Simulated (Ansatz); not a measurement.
CH3LiO (`[Li][O]C`): the same geometry under several functionals.

```yaml
crystal:
  periodic: [false, false, false]
  atoms:
    - {symbol: Li, position_ang: [-1.839438, -1.015407, -1.240552]}
    - {symbol: O, position_ang: [-0.645308, -0.365703, -0.443222]}
    - {symbol: C, position_ang: [0.389484, 0.197462, 0.247682]}
    - {symbol: H, position_ang: [1.028506, -0.554335, 0.745962]}
    - {symbol: H, position_ang: [1.061678, 0.789996, -0.399531]}
    - {symbol: H, position_ang: [0.047077, 0.883988, 1.043462]}
basis:
  gaussian: {orbitals: def2-TZVPP}
hamiltonian: {xc: hse06, dispersion: d4}
output: {orbitals: {seedname: orbitals}}
```

```sh
$ ansatz run in.yaml --threads 2 --pin off --events-out ev --progress --plain
```

Shortened log:

```
Functional definition: HSE06
653 factors; their error is unknown
76 factors; integrals over basis functions are off by at most 2.6e-6 eV
mean field evaluation 1: about -3326.3549 eV, gradient 6.6e1 eV
mean field evaluation 2: about -3226.0635 eV, gradient 1.7e2 eV
mean field evaluation 4: about -3334.5945 eV, gradient 1.5e1 eV
mean field evaluation 8: about -3335.1099 eV, gradient 3.4e-1 eV
mean field -3335.11007866 eV, -122.5630347720 hartree, gradient 2.0e-5 eV, S^2 0.000000; 0 other end points of the search recorded, 0 dependent functions left out
reference -3335.11012081 eV, -122.5630363208 hartree; 10, 10 occupied and 113, 113 virtual orbitals, 653 factors
Total energy: -3335.15506049 eV, -122.5646878236 hartree
```

Run time 1.1 s (2 threads of a server CPU on a shared host); peak host memory 0.16 GiB.

The same input with `hamiltonian: {xc: {name: BHLYP}, dispersion: d4}` (abridged; 1 s):

```
Functional definition: BHLYP
mean field -3337.67357596 eV, -122.6572415601 hartree, gradient 1.6e-5 eV, S^2 0.000000
Total energy: -3337.73921052 eV, -122.6596535858 hartree
```

The same input with `hamiltonian: {xc: pbe0, dispersion: d4}` (abridged; 1 s):

```
Functional definition: PBE0
mean field evaluation 16: about -3335.2985 eV, gradient 3.2e-5 eV
mean field -3335.29851615 eV, -122.5699597222 hartree, gradient 3.2e-5 eV, S^2 0.000000
Total energy: -3335.34758999 eV, -122.5717631522 hartree
```

The same input with `hamiltonian: {xc: pbe, dispersion: d4}` and forces (abridged; 1.1 s):

```
Functional definition: PBE
mean field evaluation 16: about -3335.0884 eV, gradient 4.3e-5 eV
mean field -3335.08842454 eV, -122.5622389977 hartree, gradient 4.3e-5 eV, S^2 0.000000
Total energy: -3335.14816759 eV, -122.5644345144 hartree
Atom 0 force    -0.169736    -0.092397    -0.113323 eV/Å
Atom 1 force    -0.281832    -0.153356    -0.188181 eV/Å
Atom 2 force     0.197246     0.107313     0.131700 eV/Å
Atom 3 force     0.150971    -0.148249     0.115811 eV/Å
Atom 4 force     0.158002     0.133498    -0.124220 eV/Å
Atom 5 force    -0.054651     0.153191     0.178212 eV/Å
Dipole moment:    -0.787802    -0.428620    -0.526024 e Å
```

The same input with `hamiltonian: {xc: {name: BLYP}, dispersion: d4}` (abridged; 1 s):

```
Functional definition: BLYP
mean field evaluation 16: about -3338.5779 eV, gradient 3.0e-5 eV
mean field -3338.57787586 eV, -122.6904739684 hartree, gradient 3.0e-5 eV, S^2 0.000000
Total energy: -3338.71685614 eV, -122.6955813994 hartree
```

Changing it to `hamiltonian: {xc: lda}` (abridged; 0.55 s):

```
Functional definition: SPW92
mean field evaluation 16: about -3310.6951 eV, gradient 2.9e-5 eV
mean field -3310.69505344 eV, -121.6657991442 hartree, gradient 2.9e-5 eV, S^2 0.000000
Total energy: -3310.69509196 eV, -121.6658005597 hartree
```

HSE06 is the plane-wave form, built on full-range PBE exchange.
